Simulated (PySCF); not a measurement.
Ligands exchanged one at a time, Al Cl-Br. Isolated molecules, 0 K electronic values unless said otherwise. Strings in code marks are SMILES.

Level of theory: B3LYP-D3(BJ)/def2-TZVP in PySCF 2.14.0. All candidates: neutral, multiplicity 1. B3LYP has the VWN-RPA correlation part, as in Gaussian. 

| Property | Value |
|---|---|
| HOMO–LUMO gap | 6.49 eV |
| HOMO | -8.36 eV |
| dipole moment | 0.00 D |

### Question
Name which member has these values.
(A) `[Cl][Al]([Br])[Br]`
(B) `[Cl][Al]([Cl])[Cl]`
(C) `[Cl][Al]([Cl])[Br]`
(D) `[Br][Al]([Br])[Br]`

### Answer
D, `[Br][Al]([Br])[Br]`. The others give `[Cl][Al]([Cl])[Cl]`: 7.49 eV, -9.08 eV, 0.00 D; `[Cl][Al]([Br])[Br]`: 6.71 eV, -8.49 eV, 0.16 D; `[Cl][Al]([Cl])[Br]`: 6.98 eV, -8.67 eV, 0.16 D
